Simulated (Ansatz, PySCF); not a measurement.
NaCl, SMILES [Na][Cl].

Coordinates come from a PBE-D3(BJ)/def2-TZVPD optimisation.

Vertical ionisation energy (IE) and electron affinity (EA) in eV. Rows of orbital energies are one-electron estimates. Where ΔSCF, EOM or ADC give a negative EA the extra electron is unbound and the value depends on the basis.

```json
[
 {"level": "−ε(HOMO), −ε(LUMO), r2SCAN/def2-TZVPD (PySCF)", "IE": "___", "EA": "___"},
 {"level": "−ε(HOMO), −ε(LUMO), HF/def2-TZVPD (PySCF)", "IE": "9.62", "EA": "0.51"},
 {"level": "−ε(HOMO), −ε(LUMO), PBE/def2-TZVPD (PySCF)", "IE": "5.27", "EA": "2.27"},
 {"level": "ΔSCF, ωB97X-V/def2-TZVPD (Ansatz), final states of multiplicity 2 and 2", "IE": "9.25", "EA": "0.65"},
 {"level": "ΔSCF, PBE/def2-TZVPD (Ansatz), final states of multiplicity 2 and 2", "IE": "9.31", "EA": "0.77"}
]
```

Task: What belongs in the gaps? (Estimate from the structure and the level; the computed values follow.)

Result: 
- −ε(HOMO), −ε(LUMO), r2SCAN/def2-TZVPD (PySCF), IE: 5.47
- −ε(HOMO), −ε(LUMO), r2SCAN/def2-TZVPD (PySCF), EA: 1.49

Task: What vertical singlet–triplet gap does ΔSCF give with ωB97X-V/def2-TZVPD (Ansatz, a first-principles code) and with PBE/def2-TZVPD (Ansatz)? (The exact figures need the calculation; the answer reports its results.)

Result: 4.75 and 4.57 eV (triplet above singlet where positive).
